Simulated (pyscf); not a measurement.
Four-centre exchange: HO–SiH₂–OH (SMILES O[SiH2]O) + SiH₄ (SMILES [SiH4]) → HO–SiH(OH)–SiH₃ (SMILES O[SiH](O)[SiH3]) + H₂ (SMILES [H][H])

Gas phase, singlet surface, charge 0. Bonds broken: Si1–H4, Si8–H9. Bonds formed: Si1–Si8, H4–H9. Optimised with ωB97X-D3(BJ)/def2-SVP in PySCF.

Transition state (Å):

```xyz
12

Si    -0.2545     0.0511     0.3978
O      0.2696     1.0556     1.6192
O      1.0619    -0.0655    -0.6229
H     -1.6135     0.0542    -0.8351
H     -0.6403    -1.2999     0.9111
H      1.2253     1.0670     1.7512
H      1.0507    -0.7425    -1.3064
Si    -2.2480     1.4947    -0.0355
H     -2.5866     0.2838    -1.1499
H     -2.7227     0.4163     0.9043
H     -2.8110     2.7130     0.6678
H     -1.5503     2.1339    -1.1961
```

One imaginary mode, 1352i cm⁻¹; descent along it reached the two sides named.

```csv
bond,change,reactant side (Å),saddle,product side
Si1–H4,breaks,1.486,1.835,3.5
Si8–H9,breaks,1.492,1.680,3.9
Si1–Si8,forms,4.0,2.499,2.322
H4–H9,forms,2.8,1.048,0.762
```

Electronic energies relative to the separated reactants (kcal/mol):

```tsv
level	barrier	reaction energy	reverse barrier
ωB97X-D3(BJ)/def2-TZVP	74.0	+5.1	68.9
PBE/def2-TZVP	64.5	+6.2	58.3
r²SCAN/def2-TZVP	68.6	+7.3	61.2
B3LYP-D3(BJ)/def2-TZVP	75.4	+8.1	67.3
PBE0-D3(BJ)/def2-TZVP	68.2	+6.5	61.8
M06-2X/def2-TZVP	77.0	+8.5	68.5
ωB97M-D3(BJ)/def2-TZVP	75.9	+10.0	65.9
HF/def2-TZVP	107.3	+16.0	91.2
```

With ωB97M-D3(BJ)/def2-TZVP energies and thermal terms (ideal gas, 1 atm, RRHO with modes under 100 cm⁻¹ raised to 100, one conformer, R ln 2 for chiral ones without a mode under 150 cm⁻¹), in kcal/mol:

```
T (K)   ΔH‡    ΔG‡     ΔH    ΔG
-----  ----  -----  -----  ----
298    74.8   83.9   +8.2  +8.6
600    75.4   92.9   +9.9  +8.3
900    76.2  101.5  +10.9  +7.3
1200   77.0  109.9  +11.6  +6.0
```

At the saddle there is also a short H–Si contact that neither side keeps. The same reactants have a lower exit, to HO–SiH₃ + HO–SiH₃ (barrier +28.1 kcal/mol at ωB97M-D3(BJ)/def2-TZVP, against +75.9 kcal/mol here). HO–SiH(OH)–SiH₃ lies 28.9 kcal/mol over its isomer HO–SiH₂–O–SiH₃ (electronic energy, ωB97M-D3(BJ)/def2-TZVP). This is the saddle that the search found; another between the same sides may lie lower.
